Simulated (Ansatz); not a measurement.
**Changing the shape of H2O2 (charge +1), doublet**

Calculated in Ansatz's Gaussian-basis code. Nonrelativistic, cc-pVTZ, 2 core orbitals frozen. Single-reference values can break down or jump between states where bonds are stretched.

Case A:

```xyz
4

O     0.0000    0.4196    0.5018
O     0.0000   -0.4196   -0.5018
H     0.0000   -0.1311    1.2738
H     0.0000    0.1311   -1.2738
```

Case B:

| atom | x (Å) | y (Å) | z (Å) |
| --- | --- | --- | --- |
| O | 0.0000 | 0.7341 | -0.0527 |
| O | 0.0000 | -0.7341 | -0.0527 |
| H | 0.8438 | 0.8815 | 0.4244 |
| H | -0.8352 | -0.8800 | 0.4196 |

Case C:

```xyz
4

O     0.0257    0.7189   -0.0495
O    -0.0017   -0.7043   -0.0491
H     0.8371    0.8614    0.3992
H    -0.8594   -0.8583    0.4205
```

Case D:

```tsv
atom	x (Å)	y (Å)	z (Å)
O	0.0000	0.7341	-0.0527
O	0.0000	-0.7341	-0.0527
H	0.8568	0.8838	0.4317
H	-0.8223	-0.8777	0.4123
```

Case E:

```xyz
4

O     0.0000    0.4196    0.5018
O     0.0000   -0.4196   -0.5018
H     0.0000   -0.1602    1.3145
H     0.0000    0.1602   -1.3145
```

Case F:

```xyz
4

O    -0.0100    0.7335   -0.0523
O    -0.0081   -0.7318   -0.0474
H     0.8303    0.8769    0.4218
H    -0.8320   -0.8745    0.4239
```

Energy less that of case A, in eV:

```
case   RCCSD
   B  +0.994
   C  +0.859
   D  +1.012
   E  -0.081
   F  +1.007
```

Task: What does RCCSD(T) give for these differences?

Result: B: +0.841 eV; C: +0.751 eV; D: +0.859 eV; E: -0.093 eV; F: +0.859 eV.

Task: Which case is lowest, and do the methods agree?

Result: E is lowest in RCCSD(T). Of the methods shown, RCCSD agrees.
